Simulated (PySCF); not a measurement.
Compound: acetyl chloride, C₂H₃ClO.
SMILES with atom numbers: `[CH3:1][C:2](=[O:3])[Cl:4]` (hydrogens: H5, H6, H7 on C1)

All values: CAM-B3LYP/def2-SVPD (PySCF, non-relativistic), on one gas-phase PBE0-D3(BJ)/def2-SVP geometry that isn't relaxed in the solvent. The solvent is an IEF-PCM continuum (Bondi radii, 1.10 Å for H, scaled by 1.2). Only the electrostatic response of the medium enters.

Gas phase at CAM-B3LYP/def2-SVPD: HOMO -10.14 eV, LUMO -0.02 eV, dipole 2.86 D.

Question: What does the continuum do to the energy, the frontier levels and the dipole at CAM-B3LYP/def2-SVPD in chloroform and methanol?

Answer: 
```json
{"solvent": "chloroform", "ε": "4.711", "E(solvent) − E(gas) (kcal/mol)": "-3.25", "polarisation term (kcal/mol)": "-3.69", "distortion of the solute (kcal/mol)": "0.44", "HOMO (eV)": "-10.16", "LUMO (eV)": "0.05", "dipole (D)": "3.42"}
{"solvent": "methanol", "ε": "32.61", "E(solvent) − E(gas) (kcal/mol)": "-4.43", "polarisation term (kcal/mol)": "-5.25", "distortion of the solute (kcal/mol)": "0.82", "HOMO (eV)": "-10.18", "LUMO (eV)": "0.06", "dipole (D)": "3.64"}
```

The polarisation term is half the interaction of the solute with the surface charges that it induces; the rest is the cost of distorting the solute's density. The sum is the electrostatic part of solvation alone. From chloroform to methanol the lowering changes by a factor 1.36, Onsager's factor (ε − 1)/(2ε + 1) by 1.34 and ε itself by 6.9.

Question: Which radius a makes the point-dipole formula ΔE = −[(ε − 1)/(2ε + 1)]·μ²/a³ give the value in methanol, with the gas-phase dipole?

Answer: μ = 1.124 au and |ΔE| = 0.00705 Eh give a = 2.33 Å; the farthest nucleus lies 2.15 Å from the centroid of the nuclei. The formula assumes a rigid point dipole at the centre of a sphere.

Question: How does the static polarisability (CAM-B3LYP/def2-SVPD, frozen core, with the continuum's full static response) change?

Answer: 
| medium | isotropic (au) | principal values (au) | ⟨r²⟩ of the electrons (bohr²) |
| --- | --- | --- | --- |
| gas | 43.3 | 32.9, 43.5, 53.4 | 361.6 |
| chloroform | 52.6 | 39.7, 52.7, 65.4 | 361.6 |
| methanol | 56.7 | 43.1, 56.7, 70.4 | 361.6 |

The isotropic value in methanol is 1.31 times the gas-phase one; no cavity-field correction is applied. ⟨r²⟩ is taken about the centre of nuclear charge.

On one thread of an Intel Xeon 6975P-C, on a shared host, this took 4.0 s and 0.52 GiB of memory at its peak. This is the whole response run at CAM-B3LYP/def2-SVPD in methanol, SCF included.
